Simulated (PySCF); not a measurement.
C5H10O.
Bonds: C1–C2 (double), C2–C3, C3–C4, C2–C5, C5–O6. Hydrogens: H7, H8 on C1; H9, H10 on C3; H11, H12, H13 on C4; H14, H15 on C5; H16 on O6.

Method: PySCF, PBE0-D3(BJ)/def2-SVP geometry optimisation, gas phase.

(1) Give the optimised bond lengths and angles.

Results:

(1) 
```csv
bond,length (Å)
C1=C2,1.337
C2–C3,1.506
C3–C4,1.528
C2–C5,1.508
C5–O6,1.395
C1–H7,1.093
C1–H8,1.093
"C3–H9, C3–H10",1.103
"C4–H11, C4–H12, C4–H13",1.101
"C5–H14, C5–H15",1.108
O6–H16,0.964
```

Bonds in one row agree within 0.01 Å and their mean is given. A selection of angles:
```csv
angle,degrees
C2–C1–H7,121.3
C2–C1–H8,120.8
H7–C1–H8,118.0
C1–C2–C3,123.1
C1–C2–C5,121.3
C3–C2–C5,115.6
C2–C3–C4,113.2
C2–C3–H9,109.3
C4–C3–H9,109.6
H9–C3–H10,106.2
C3–C4–H11,111.1
H11–C4–H12,108.0
C2–C5–O6,115.2
C2–C5–H14,108.8
C2–C5–H15,108.4
O6–C5–H14,111.9
O6–C5–H15,106.6
H14–C5–H15,105.3
C5–O6–H16,107.4
```

Torsions: C1–C2–C3–C4 98° (anticlinal); C1–C2–C5–O6 -12° (synperiplanar); H16–O6–C5–C2 -58° (synclinal). The mirror-image conformer, all signs reversed, is as good.

Of the pairs four or more bonds apart, O6···H8 is among the closest relative to their van der Waals radii: 2.46 Å, 90 % of the sum of Bondi's values. The 4 C–C bonds span 1.337 Å (C1=C2, drawn double) to 1.528 Å (C3–C4, drawn single), a spread of 0.191 Å.

Point group: C1 (no symmetry element, even within 0.4 Å). Not checked by PBE0-D3(BJ)/def2-SVP frequencies. One conformer, not necessarily the lowest (C1–C2–C3–C4 98°, C1–C2–C5–O6 -12°, C2–C5–O6–H -58°).
